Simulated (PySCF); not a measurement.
Species: 1-fluoropentane, C5H11F.
Geometry (GFN2-xTB, Å), atoms numbered from 1 in this order:
```xyz
17
C5H11F angstrom
C      2.537    0.161   -0.164
C      1.256   -0.339    0.491
C      0.014    0.145   -0.253
C     -1.276   -0.376    0.380
C     -2.513    0.180   -0.310
F     -2.606    1.538   -0.112
H      2.610   -0.201   -1.188
H      3.408   -0.186    0.386
H      2.556    1.248   -0.184
H      1.217    0.010    1.524
H      1.261   -1.432    0.511
H     -0.007    1.236   -0.251
H      0.065   -0.186   -1.293
H     -1.313   -1.465    0.317
H     -1.308   -0.094    1.434
H     -3.432   -0.255    0.096
H     -2.475    0.027   -1.394
```

Computed with CAM-B3LYP/def2-SVPD in PySCF (dipole) on a GFN2-xTB geometry, gas phase.

Masses are those of the commonest isotopes; rigid-rotor values at the optimised geometry. The values belong to one conformer with, in the numbering `[CH3:1][CH2:2][CH2:3][CH2:4][CH2:5][F:6]`, C1–C2–C3–C4 179°, C2–C3–C4–C5 176°, C3–C4–C5–F6 -66°.

**Question.** Give the principal moments of inertia and the rotational constants in MHz.

**Answer.** Ia = 54.50, Ib = 372.66, Ic = 398.42 u·Å²; 505379 MHz·u·Å²/I gives A = 9274, B = 1356, C = 1268 MHz.

**Question.** What kind of rotor is it?

**Answer.** A near-prolate asymmetric top. Ray's parameter κ = (2B − A − C)/(A − C) = -0.978; −1 is the prolate and +1 the oblate limit.

**Question.** Is it planar, by Δ = Ic − Ia − Ib?

**Answer.** Not planar: Δ = Ic − Ia − Ib = -28.74 u·Å². For a rigid frame Δ = −2 Σ m c², so Σ m c² = 14.37 u·Å² lies off the ab plane: 9.19 from hydrogen and 5.18 from heavier atoms. The atom farthest from that plane is 1.44 Å away.

**Question.** Give the other two planar moments, Paa and Pbb, and the rms extents of the mass along the axes.

**Answer.** Paa = Σ m a² = (Ib + Ic − Ia)/2 = 358.29 and Pbb = Σ m b² = (Ia + Ic − Ib)/2 = 40.13 u·Å². With the mass M = 90.08 u, the rms extents √(P/M) along a, b and c are 1.99, 0.67, 0.40 Å.

**Question.** Where do the levels up to J = 5 lie, in MHz?

**Answer.** Above 0(0,0):
J = 1: 1(0,1) 2625, 1(1,1) 10542, 1(1,0) 10630
J = 2: 2(0,2) 7873, 2(1,2) 15704, 2(1,1) 15967, 2(2,1) 39719, 2(2,0) 39720
J = 3: 3(0,3) 15744, 3(1,3) 23445, 3(1,2) 23971, 3(2,2) 47593, 3(2,1) 47596, 3(3,1) 87400, 3(3,0) 87400
J = 4: 4(0,4) 26235, 4(1,4) 33767, 4(1,3) 34644, 4(2,3) 58091, 4(2,2) 58101, 4(3,2) 97899, 4(3,1) 97900, 4(4,1) 153627, 4(4,0) 153627
J = 5: 5(0,5) 39344, 5(1,5) 46668, 5(1,4) 47983, 5(2,4) 71212, 5(2,3) 71237, 5(3,3) 111025, 5(3,2) 111025, 5(4,2) 166752, 5(4,1) 166752, 5(5,1) 238402, 5(5,0) 238402
Those of J = 1 are B + C, A + C and A + B.

**Question.** Which lines would a microwave search look for?

**Answer.** The dipole components are |μa| = 0.78 D, |μb| = 1.59 D, |μc| = 0.64 D. Intensities carry the squares of the components, which stand as 0.24 : 1.00 : 0.16 (a : b : c). Some lines, for components of 0.1 D or more:

```tsv
type	branch	J(Ka,Kc)	MHz	lower level (cm⁻¹)
a	R	2(1,2) ← 1(1,1)	5162	0.352
a	R	3(0,3) ← 2(0,2)	7871	0.263
c	R	1(1,0) ← 0(0,0)	10630	0.000
c	R	2(1,1) ← 1(0,1)	13342	0.088
b	R	3(1,3) ← 2(0,2)	15572	0.263
c	R	3(1,2) ← 2(0,2)	16098	0.263
c	Q	3(2,2) ← 3(1,2)	23621	0.800
b	Q	2(2,1) ← 2(1,2)	24015	0.524
b	Q	3(2,2) ← 3(1,3)	24147	0.782
c	R	2(2,0) ← 1(1,0)	29090	0.355
b	R	2(2,0) ← 1(1,1)	29178	0.352
c	R	3(2,1) ← 2(1,1)	31630	0.533
b	Q	3(3,0) ← 3(2,1)	39803	1.588
c	R	3(3,1) ← 2(2,1)	47681	1.325
```

**Question.** Estimate the classical rotational partition function at 10 K, 100 K and 500 K.

**Answer.** Point group C1, symmetry number σ = 1; q = (√π/σ)·√((kT/h)³/(ABC)), k/h = 20836.6 MHz/K: 1330 at 10 K, 42200 at 100 K, 472000 at 500 K.

Stationary, but not proved a minimum. Constants of a rigid frame at the computed geometry: no zero-point averaging, no centrifugal distortion. A rigid rotor knows nothing of internal rotation, which can split or shift real lines.

Time: 41 s. Hardware: one thread of an Arm Neoverse V2, no GPU, on a shared host. This is the CAM-B3LYP/def2-SVPD job that gave the dipole, with the excitations it also computed.
